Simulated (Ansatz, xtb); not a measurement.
## C3H6FN: which of two isomers lies lower

Structure X is `C/N=C/CF`, a singlet and structure Y is `C=C(F)CN`, a singlet. Both are isolated molecules in the gas phase, relaxed with PBE-D3(BJ)/def2-SVP, each in the lowest conformer that the search found.

Problem. Estimate which is lower in electronic energy at CCSD(T)/def2-SVP + ΔMP2/def2-TZVPP, and by roughly how much.

Solution. The CCSD(T)/def2-SVP + ΔMP2/def2-TZVPP calculation puts structure Y lower, by 0.140 eV.

How the difference moves with the method:

| level | geometry | E(Y) − E(X) (eV) | departure from the last row (eV) | job, with rough time for the two |
| --- | --- | --- | --- | --- |
| GFN2-xTB | GFN2-xTB | +0.393 | +0.533 | optimisation, 0.29 s |
| HF/STO-3G | GFN2-xTB | +0.186 | +0.326 | single point, 0.86 s |
| r2SCAN-D4/def2-SVP | GFN2-xTB | −0.167 | −0.027 | single point, 5.5 s |
| PBE-D3(BJ)/def2-SVP | PBE-D3(BJ)/def2-SVP | −0.142 | −0.002 | optimisation, 56 s |
| HF/def2-SVP | PBE-D3(BJ)/def2-SVP | −0.022 | +0.118 | part of the CCSD(T) run |
| MP2/def2-SVP | PBE-D3(BJ)/def2-SVP | −0.079 | +0.061 | part of the CCSD(T) run |
| CCSD(T)/def2-SVP | PBE-D3(BJ)/def2-SVP | −0.051 | +0.089 | single point |
| CCSD(T)/def2-SVP + ΔMP2/def2-TZVPP | PBE-D3(BJ)/def2-SVP | −0.140 |  | single point, 44 s |

As drawn, Y has 1 C=C, 2 N–H in place of 1 C=N, 2 C–H.

GFN2-xTB, HF/STO-3G put the two in the other order. HF/def2-SVP finds them nearly level. The largest departure from CCSD(T)/def2-SVP + ΔMP2/def2-TZVPP is that of GFN2-xTB, 0.533 eV. The last row adds to CCSD(T) the change of the MP2 difference between the two basis sets, here −0.089 eV.

With harmonic frequencies from PBE-D3(BJ)/def2-SVP (ideal gas, rigid rotor, one conformer each, 298.15 K, 1 atm): on the last row, ΔE + ΔZPE = −0.100, ΔH = −0.107, ΔG = −0.086 eV.

The correlated steps freeze 5 core orbitals. Programs: Ansatz 0.2.0, xtb 6.7.1; the last row on 2 threads of Intel(R) Xeon(R) Processor @ 2.70GHz on a shared host.
